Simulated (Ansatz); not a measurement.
Potential energy curve for H₂, singlet.

Method: full CI/cc-pVQZ, frozen core in Ansatz (an electronic-structure program).

Problem. Relative to R = 0.75 Å, what are the energies at R = 0.60, 0.80, 1.99, 2.64 Å?

Solution. 11.6 kcal/mol at 0.60 Å, 1.2 kcal/mol at 0.80 Å, 95.2 kcal/mol at 1.99 Å, 106.9 kcal/mol at 2.64 Å.
